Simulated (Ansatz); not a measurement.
A calculation on fcc Pt returned lattice constant a 3.970 Å, bulk modulus 248 GPa.

For reference: lattice constant a 3.913 Å (measured, static lattice: zero-point anharmonic expansion removed; as tabulated in Mejia-Rodriguez and Trickey (2018), arXiv:1807.09216); bulk modulus 289 GPa (measured, corrected for temperature and zero-point phonon effects; as tabulated in Levämäki et al. (2014), arXiv:1402.3671).

### Question
Which level of theory produced these numbers?
A. r²SCANh (Ansatz, an electronic-structure program)
B. PBE0 (Ansatz)
C. PBEsol+SOC (Ansatz)
D. PBE (Ansatz)

### Answer
D, PBE (Ansatz)

The others give: r²SCANh 3.927 Å, 280 GPa; PBE0 3.927 Å, 270 GPa; PBEsol+SOC 3.920 Å, 283 GPa.

Unless a cell is named, each level is at its own relaxed cell (PBE 15.65, PBE0 15.13, PBEsol+SOC 15.06, r²SCANh 15.14 Å³/atom).

The crystal itself was run without spin with r²SCANh, PBE0, PBE; a magnetic state was not tried in these runs.

Ansatz's density-functional and Hartree–Fock values are scalar-relativistic unless marked +SOC, with PAW data made under PBE.
